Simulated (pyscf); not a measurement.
`[CH3][Zr]([Cl])([Cl])[Cl]` + `[H][H]` → `[CH4]` + `[Cl][ZrH]([Cl])[Cl]` (four-centre exchange; singlet surface; C–Zr, H–H broken, C–H, H–Zr formed). Optimised with ωB97X-D3(BJ)/def2-SVP in PySCF. Rate constants from transition-state theory, ωB97M-D3(BJ)/def2-TZVP energies (ideal gas, 1 atm, RRHO with modes under 100 cm⁻¹ raised to 100, one conformer, R ln 2 for chiral ones without a mode under 150 cm⁻¹; no tunnelling), k in cm³ molecule⁻¹ s⁻¹.

```tsv
T (K)	1000/T	log10 k
298	3.354	-29.56
600	1.667	-20.76
900	1.111	-17.82
1200	0.833	?
```

Problem. Fit an Arrhenius line to the three values, give the activation energy, and predict k at 1200 K.

Solution. Least squares gives log10 k = -12.02 − 5.23 × 1000/T, so Ea = 5.23 × ln 10 × 1.987 = 23.9 kcal/mol, against an electronic barrier of 20.8. At 1200 K the line gives -16.38; the computed value is -16.29 (ΔG‡ = 59.8 kcal/mol), a factor 1.2 over the line, since the plot is curved. At the saddle there is also a short H–Zr contact that neither side keeps. This is the saddle that the search found; another between the same sides may lie lower. Elements past Kr carry the def2 core potentials, without spin-orbit coupling.
